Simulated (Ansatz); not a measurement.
Geometry optimisation, Ansatz 0.2.0, UKS PBE-D4/def2-SVP.

input.yaml

```yaml
crystal:
  periodic: [false, false, false]
  atoms:
    - { symbol: H, position_ang: [-0.521232, -1.755447, -0.274925] }
    - { symbol: F, position_ang: [0.272586, -2.156599, -0.043893] }
    - { symbol: O, position_ang: [-1.165091, 0.410805, -0.330522] }
    - { symbol: C, position_ang: [0.070144, 0.824627, 0.024757] }
    - { symbol: H, position_ang: [0.188363, 0.583433, 1.124685] }
    - { symbol: H, position_ang: [0.275507, 1.918987, -0.09431] }
    - { symbol: H, position_ang: [0.879724, 0.174094, -0.405892] }
magnetization:
  spin_polarized: true
  initial_magnetization: 1
basis:
  gaussian: { orbitals: def2-SVP }
hamiltonian:
  xc: pbe
  dispersion: d4
relax:
  f_tol: 0.03
  max_steps: 50
output:
  orbitals: {}
```

Launched with:

```bash
$ ansatz run input.yaml --threads 2 --pin off --max-ram 3072MiB --backend cpu --events-out ev --progress --plain --runs-dir out
```

**Question.** Where does it end, and by what steps?

**Answer.** The forces met the threshold. After 6 steps the energy has fallen by 0.166 eV; H1 moved furthest, 0.32 Å.

```tsv
step	energy less start (eV)	largest force component (eV/Å)	accepted
0	0.0000	1.075	yes
1	-0.1199	0.228	yes
2	-0.1476	0.539	yes
3	-0.0053	2.120	no
4	-0.1647	0.158	yes
5	-0.1646	0.092	no
6	-0.1659	0.011	yes
```

```xyz
7
Properties=species:S:1:pos:R:3
H -0.527 -1.434 -0.242
F 0.139 -2.111 -0.117
O -1.064 0.154 -0.314
C 0.097 0.754 0.036
H 0.225 0.596 1.150
H 0.143 1.851 -0.161
H 0.987 0.191 -0.353
```

Whether the end is a true minimum wasn't checked by a vibrational analysis.

Time of the run: 6.9 s on 2 threads of AMD EPYC 9R14 (Zen 4), on a shared host, peak memory 0.16 GiB.
